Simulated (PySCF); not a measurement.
# SiF⁺ at RHF-CCSD

Computed with RHF-CCSD; basis Si def2-TZVPPD, F def2-TZVPPD; no relativity; PySCF 2.14.

| Property | Result |
| --- | --- |
| state | ¹Σ⁺ (singlet), closed shell |
| bond length | 1.533 Å |
| harmonic wavenumber | 1059 cm⁻¹ |
| force constant | 7.47 mdyn/Å |
| rotational constant Be | 0.6336 cm⁻¹ |
| anharmonicity ωexe | 4.79 cm⁻¹ |
| vibration–rotation constant αe | 0.00444 cm⁻¹ |
| well depth De to Si⁺ + F | 6.56 eV |
| dissociation energy D0 | 6.49 eV |

Correlated steps freeze 6 core orbitals. For an ion De counts to the pair picked by the measured ionisation energies or electron affinities, which need not be the lowest pair at this level. Where the molecule has an RHF reference, its open-shell atoms are computed with UHF.
